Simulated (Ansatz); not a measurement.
# SiC (triplet): the correlation ladder at distance Si1–C2 = 2.721 Å, 6-31G

Aim: climb from Hartree-Fock through coupled cluster and multireference methods for SiC (triplet) at one geometry and basis, and see what each rung misses.

The runs use Ansatz 0.2.0, Gaussian basis; 6-31G, core rule «outside noble gas», up to 6 orbitals frozen.

The runs, in order: UHF; CCSD(T) on ROHF; CCSD(T) on UHF; BCCD(T) on ROHF; CISD; CCSDT(Q) on ROHF; CCSDT(Q) on UHF; CISDTQ; CCSDTQ on ROHF; CCSDTQ on UHF; CASSCF and MRCISD+Q, 4 electrons in 4 orbitals; CASSCF and NEVPT2, 4 electrons in 4 orbitals; CASSCF and MRCISD+Q, 8 electrons in 8 orbitals; CASSCF and MRCISD+Q(relaxed), 8 electrons in 8 orbitals; CASSCF and NEVPT2, 8 electrons in 8 orbitals; Full CI.

25 further runs of the same task are left out: 3 for a known fault of the program, 21 that didn't finish, 1 set aside as unsound or not needed.

### Step 1. What is computed

The geometry derives from a PBE0/def2-TZVP stationary point (not a proven minimum). One bond is set to the value named and the two fragments are kept rigid.

2 atoms, charge 0, spin multiplicity 3.

Atoms are counted from 1 here; the program's logs count them from 0.

No contacts short enough for the rule that draws bonds.

### Step 2. UHF

The input, in.yaml:

```yaml
crystal:
  periodic: [false, false, false]
  atoms:
    - {symbol: Si, position_ang: [0.000000, 0.000000, 0.000000]}
    - {symbol: C, position_ang: [0.000000, 0.000000, 2.721000]}
basis:
  gaussian: {orbitals: 6-31G}
magnetization: {spin_polarized: true, initial_magnetization: 2}
hamiltonian: {xc: hf}
output: {orbitals: {seedname: orbitals}}
```

The run is started by

```sh
$ ansatz run in.yaml --threads 1 --pin off --events-out ev --progress --plain --max-ram 2393MiB
```

Further steps of the session: CCSD(T) on ROHF; CCSD(T) on UHF; BCCD(T) on ROHF; CISD; CCSDT(Q) on ROHF; CCSDT(Q) on UHF; CISDTQ; CCSDTQ on ROHF; CCSDTQ on UHF; CASSCF and MRCISD+Q, 4 electrons in 4 orbitals; CASSCF and NEVPT2, 4 electrons in 4 orbitals; CASSCF and MRCISD+Q, 8 electrons in 8 orbitals; CASSCF and MRCISD+Q(relaxed), 8 electrons in 8 orbitals; CASSCF and NEVPT2, 8 electrons in 8 orbitals; Full CI.

Q: Predict the results of all the runs planned. Wanted: FCI from the RHF energy; RMP2 from FCI; UMP2 from FCI; RCCSD from FCI; RCCSD(T) from FCI; UCCSD(T) from FCI; RCCSDT(Q) from FCI; UCCSDT(Q) from FCI; NEVPT2 pair from FCI.

**Answer**, as computed:

| quantity | value |
| --- | --- |
| FCI from the ROHF energy | -3.7279 eV |
| RMP2 from FCI | +1525.9 meV |
| UMP2 from FCI | +1723.6 meV |
| RCCSD from FCI | +363.7 meV |
| RCCSD(T) from FCI | +203.8 meV |
| UCCSD(T) from FCI | +141.0 meV |
| RCCSDT(Q) from FCI | +34.6 meV |
| UCCSDT(Q) from FCI | -14.2 meV |
| NEVPT2 pair from FCI | +1106.1 meV |
| NEVPT2 valence from FCI | +341.7 meV |
| MRCISD+Q valence from FCI | +8.5 meV |
| levels within 1 kcal/mol (43 meV) | RCCSDT(Q), UCCSDT(Q), RCCSDTQ, UCCSDTQ, MRCISD valence, MRCISD+Q valence, MRCISD+Q(relaxed) valence |
| T1 diagnostic | 0.087 |
| effectively unpaired electrons | 2.46 |

**Reading.** RCCSD(T) misses by +203.8 meV, 5.5 % of the correlation energy. CCSD(T) misses by +203.8 meV on the restricted determinant and by +141.0 meV on the unrestricted one; the two need not hold the same state or core. UCCSDT(Q), MRCISD+Q(relaxed) valence fall below full CI: unrestricted runs freeze a spin-polarised core, another one than full CI's, and coupled cluster isn't variational. The occupations show some static correlation. Of the multireference levels listed MRCISD+Q(relaxed) valence comes nearest in total energy (-3.9 meV), which doesn't show that its space is the better one. Coupled cluster took another determinant than the lowest Hartree-Fock one. These misses are within one basis, not against nature; the frozen cores of restricted and unrestricted runs differ, which can shift their rows.

Levels on UHF freeze UHF's core orbitals, full CI those of ROHF, so the U rows can settle a little off it for that reason alone.

With open shells the CI space here admits some triples and quadruples, so it is larger than plain CISD.
